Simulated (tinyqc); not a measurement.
MP2 on RHF in the sto-6g basis, frozen core, for H3O+, spin multiplicity 1, step by step. One step of it, computed by the program tinyqc.

Problem. Second-order Moller-Plesset energy. E2 = sum_ijab (ia|jb) [2 (ia|jb) - (ib|ja)] / (e_i + e_j - e_a - e_b) over occupied i, j and virtual a, b; the opposite-spin part is (ia|jb)^2 / denominator, the rest is same-spin, and SCS-MP2 scales them by 6/5 and 1/3.

orbital energies (hartree): MO1 -21.128410, MO2 -1.829103, MO3 -1.167395, MO4 -1.167360, MO5 -0.935517, MO6 0.141229, MO7 0.351206, MO8 0.351504

Two-electron integrals over orbitals (pq|rs), unique and non-zero (hartree); the lowest 1 orbital is frozen and left out:
```
(22|22) 0.728733    (32|32) 0.145292    (33|22) 0.677301    (33|33) 0.694812
(42|22) -0.000107   (42|33) -0.033820   (42|42) 0.145246    (43|32) -0.033788
(43|43) 0.043165    (44|22) 0.677212    (44|33) 0.608387    (44|42) 0.033889
(44|44) 0.694778    (52|22) -0.014034   (52|33) 0.000624    (52|42) -0.000005
(52|44) 0.000619    (52|52) 0.150633    (53|32) 0.003030    (53|43) 0.001275
(53|53) 0.035329    (54|22) 1.03e-06    (54|33) 0.001282    (54|42) 0.003024
(54|44) -0.001266   (54|52) 0.000043    (54|54) 0.035326    (55|22) 0.758161
(55|33) 0.677703    (55|42) 0.000018    (55|44) 0.677659    (55|52) 0.033696
(55|54) 0.000025    (55|55) 0.881996    (62|22) 0.139699    (62|33) 0.103865
(62|42) 0.000096    (62|44) 0.103814    (62|52) -0.011315   (62|54) 0.000011
(62|55) 0.170527    (62|62) 0.078825    (63|32) -0.010366   (63|43) 0.023869
(63|53) 0.002502    (63|63) 0.051630    (64|22) 0.000334    (64|33) 0.024150
(64|42) -0.010522   (64|44) -0.023633   (64|52) 0.000021    (64|54) 0.002512
(64|55) 0.000380    (64|62) 0.000217    (64|64) 0.051817    (65|22) -0.027995
(65|33) -0.014219   (65|42) 0.000024    (65|44) -0.014198   (65|52) 0.071134
(65|54) 0.000064    (65|55) -0.013778   (65|62) -0.019679   (65|64) -0.000032
(65|65) 0.043250    (66|22) 0.531842    (66|33) 0.519422    (66|42) 0.000336
(66|44) 0.519705    (66|52) -0.024282   (66|54) -0.000019   (66|55) 0.530042
(66|62) 0.050951    (66|64) -0.000064   (66|65) -0.017989   (66|66) 0.471641
(72|22) 0.000338    (72|33) -0.013636   (72|42) -0.046827   (72|44) 0.014060
(72|52) -0.000007   (72|54) -0.007324   (72|55) 0.000369    (72|62) 0.000096
(72|64) -0.038060   (72|65) -0.000040   (72|66) 0.000113    (72|72) 0.051939
(73|32) -0.043333   (73|43) 0.004626    (73|53) 0.001496    (73|63) 0.023703
(73|73) 0.034763    (74|22) -0.159278   (74|33) -0.131977   (74|42) 0.043259
(74|44) -0.122803   (74|52) -0.014104   (74|54) -0.001503   (74|55) -0.185188
(74|62) -0.086174   (74|64) -0.023882   (74|65) 0.008169    (74|66) -0.048298
(74|72) -0.000724   (74|74) 0.141667    (75|22) -0.000022   (75|33) 0.004242
(75|42) -0.015414   (75|44) -0.004279   (75|52) 0.000139    (75|54) -0.023021
(75|55) -1.26e-06   (75|62) -0.000036   (75|64) 0.004284    (75|65) 0.000044
(75|66) -0.000069   (75|72) 0.004759    (75|74) -0.005559   (75|75) 0.021485
(76|22) 0.000031    (76|33) 0.041860    (76|42) -0.106132   (76|44) -0.042035
(76|52) -0.000035   (76|54) 0.002955    (76|55) -0.000041   (76|62) -0.000034
(76|64) 0.045753    (76|65) -0.000045   (76|66) -0.000451   (76|72) 0.004277
(76|74) -0.051837   (76|75) 0.012567    (76|76) 0.124596    (77|22) 0.592736
(77|33) 0.542944    (77|42) 0.030953    (77|44) 0.615212    (77|52) 0.000203
(77|54) -0.003617   (77|55) 0.592947    (77|62) 0.074609    (77|64) -0.040391
(77|65) -0.008099   (77|66) 0.497301    (77|72) 0.023327    (77|74) -0.069500
(77|75) -0.004724   (77|76) -0.058683   (77|77) 0.592114    (82|32) 0.046773
(82|43) 0.013905    (82|53) 0.007324    (82|63) 0.038081    (82|73) -0.000406
(82|82) 0.051938    (83|22) 0.159163    (83|33) 0.122757    (83|42) 0.043365
(83|44) 0.131977    (83|52) 0.014102    (83|54) -0.001483   (83|55) 0.185141
(83|62) 0.086183    (83|64) -0.023533   (83|65) -0.008144   (83|66) 0.048625
(83|72) -0.000315   (83|74) -0.075315   (83|75) -0.005583   (83|76) -0.052005
(83|77) 0.103488    (83|83) 0.141748    (84|32) 0.043367    (84|43) -0.004596
(84|53) -0.001488   (84|63) -0.023614   (84|73) -0.031814   (84|82) 0.000493
(84|84) 0.034706    (85|32) 0.015411    (85|43) -0.004246   (85|53) 0.023020
(85|63) -0.004258   (85|73) -0.005577   (85|82) 0.004755    (85|84) 0.005577
(85|85) 0.021482    (86|32) 0.106036    (86|43) -0.041754   (86|53) -0.002934
(86|63) -0.045402   (86|73) -0.051952   (86|82) 0.004309    (86|84) 0.051908
(86|85) 0.012541    (86|86) 0.124149    (87|32) 0.031523    (87|43) -0.036334
(87|53) -0.003628   (87|63) -0.040710   (87|73) -0.017361   (87|82) -0.023148
(87|84) 0.017297    (87|85) 0.004778    (87|86) 0.059073    (87|87) 0.048453
(88|22) 0.592830    (88|33) 0.615402    (88|42) -0.031341   (88|44) 0.542814
(88|52) 0.000203    (88|54) 0.003634    (88|55) 0.592995    (88|62) 0.074670
(88|64) 0.040893    (88|65) -0.008123   (88|66) 0.496908    (88|72) -0.022972
(88|74) -0.103646   (88|75) 0.004755    (88|76) 0.059000    (88|77) 0.496186
(88|83) 0.069237    (88|88) 0.592565
```

Hartree-Fock energy = -76.02224362 hartree

Give: Terms; Pair energies; MP2 correlation energy; SCS-MP2 correlation energy; MP2 total energy.

Solution.

Terms (the 40 largest of 74):
```
i  j  a  b  (ia|jb)  (ib|ja)  denominator       term
3  3  8  8   0.1417   0.1417      -3.0378    -0.0066
4  4  7  7   0.1417   0.1417      -3.0371    -0.0066
2  4  6  7  -0.0862  -0.0381      -3.4889    -0.0033
4  2  7  6  -0.0862  -0.0381      -3.4889    -0.0033
2  3  6  8   0.0862   0.0381      -3.4892    -0.0033
3  2  8  6   0.0862   0.0381      -3.4892    -0.0033
4  3  7  8  -0.0753  -0.0318      -3.0375    -0.0029
3  4  8  7  -0.0753  -0.0318      -3.0375    -0.0029
2  2  6  6   0.0788   0.0788      -3.9407    -0.0016
4  4  6  6   0.0518   0.0518      -2.6172    -0.0010
3  3  6  6   0.0516   0.0516      -2.6172    -0.0010
5  5  6  6   0.0432   0.0432      -2.1535    -0.0009
2  2  7  7   0.0519   0.0519      -4.3606    -0.0006
2  2  8  8   0.0519   0.0519      -4.3612    -0.0006
3  3  7  7   0.0348   0.0348      -3.0372  -3.98e-04
4  4  8  8   0.0347   0.0347      -3.0377  -3.97e-04
4  4  6  7  -0.0239  -0.0239      -2.8272  -2.02e-04
4  4  7  6  -0.0239  -0.0239      -2.8272  -2.02e-04
3  3  7  6   0.0237   0.0237      -2.8272  -1.99e-04
3  3  6  7   0.0237   0.0237      -2.8272  -1.99e-04
4  3  8  6  -0.0236  -0.0235      -2.8275  -1.98e-04
3  4  6  8  -0.0236  -0.0235      -2.8275  -1.98e-04
3  4  8  6  -0.0235  -0.0236      -2.8275  -1.95e-04
4  3  6  8  -0.0235  -0.0236      -2.8275  -1.95e-04
5  5  7  7   0.0215   0.0215      -2.5734  -1.79e-04
5  5  8  8   0.0215   0.0215      -2.5740  -1.79e-04
2  5  6  6  -0.0197  -0.0197      -3.0471  -1.27e-04
5  2  6  6  -0.0197  -0.0197      -3.0471  -1.27e-04
3  4  7  8  -0.0318  -0.0753      -3.0375   1.22e-04
4  3  8  7  -0.0318  -0.0753      -3.0375   1.22e-04
2  4  7  6  -0.0381  -0.0862      -3.4889   1.10e-04
4  2  6  7  -0.0381  -0.0862      -3.4889   1.10e-04
2  3  8  6   0.0381   0.0862      -3.4892   1.09e-04
3  2  6  8   0.0381   0.0862      -3.4892   1.09e-04
4  5  7  6   0.0082   0.0043      -2.5953  -3.79e-05
5  4  6  7   0.0082   0.0043      -2.5953  -3.79e-05
3  5  8  6  -0.0081  -0.0043      -2.5956  -3.77e-05
5  3  6  8  -0.0081  -0.0043      -2.5956  -3.77e-05
3  5  8  7  -0.0056  -0.0056      -2.8056  -1.11e-05
5  3  7  8  -0.0056  -0.0056      -2.8056  -1.11e-05
```

Pair energies (hartree; pair i-j sums ij and ji):
```
pair  opposite spin  same spin
2-2         -0.0028          0
3-2         -0.0051    -0.0013
3-3         -0.0084          0
4-2         -0.0051    -0.0013
4-3         -0.0052    -0.0012
4-4         -0.0084          0
5-2       -2.80e-04          0
5-3       -1.09e-04  -1.16e-05
5-4       -1.10e-04  -1.16e-05
5-5         -0.0012          0
```

MP2 correlation energy = -0.040689 hartree

SCS-MP2 correlation energy = -0.045428 hartree

MP2 total energy = -76.062933 hartree
